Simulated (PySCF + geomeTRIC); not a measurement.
Species: CHN, SMILES `C#N` (charge 0, multiplicity 1).

Question: Give a relaxed geometry from TPSS-D3(BJ)/def2-SVP run with PySCF + geomeTRIC.

Answer: the end point of this relaxation (outside a Z-matrix the atoms follow the SMILES, hydrogens last).
Cartesian coordinates (Å) in one orientation:
```xyz
3

C     -0.028     0.585     0.000
N      1.135     0.524     0.000
H     -1.107     0.642     0.000
```
